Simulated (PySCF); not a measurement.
# Field gradients at the hydrogen positions

C₄H₅F.
Atom-mapped SMILES: `[F:1][C@:2]12[CH2:3][C@H:4]1[CH2:5]2` (hydrogens: H6, H7 on C3; H8 on C4; H9, H10 on C5)

Geometry (PBE0-D3(BJ)/def2-SVP, Å), atoms numbered from 1 in this order:
```xyz
10
C4H5F angstrom
F      1.600   -0.594   -1.138
C      0.648   -0.040   -0.383
C      0.472   -0.094    1.082
C     -0.626   -0.520    0.140
C     -0.584    0.659   -0.800
H      1.001   -0.907    1.591
H      0.373    0.829    1.675
H     -1.169   -1.460    0.067
H     -0.811    1.674   -0.437
H     -0.918    0.457   -1.824
```

Level: PBE0/pcSseg-1 (PySCF, non-relativistic); Q(2H) = 0.00286 b; rigid geometry, the same for H and D, with no vibrational averaging.

**Question.** Rank these positions by the coupling χzz of a deuteron there, largest first.
A. H6 (methylene hydrogen)
B. H8 (methine hydrogen)
C. H7 (methylene hydrogen)

**Answer.** B (215 kHz), A (200 kHz), C (194 kHz).

**Question.** What are Vzz, η and χzz (234.96 MHz × Q × Vzz) at all hydrogens?

**Answer.** 
```csv
atom,bonded to,bond length (Å),Vzz (au),η,χzz (kHz)
H6,C3,1.096,0.2979,0.08,200
H7,C3,1.101,0.2886,0.06,194
H8,C4,1.088,0.3200,0.07,215
H9,C5,1.101,0.2885,0.06,194
H10,C5,1.096,0.2978,0.08,200
```

**Question.** Give the 2H NMR doublet splittings at H10 for a magnetic field along the z, y and x axes of the gradient: 3χ/2, 3χ(1 + η)/4, 3χ(1 − η)/4.

**Answer.** With |χ| = 200.1 kHz and η = 0.078: 300, 162 and 138 kHz, to first order and without motion.

Geometry: PBE0-D3(BJ)/def2-SVP; no solvent, vibrations or thermal averaging. With a basis this small, the couplings can be 20 % off.

The run behind these numbers computed NMR shieldings as well. Hardware: Arm Neoverse V2, one thread, shared host. Cost: 5.7 s.
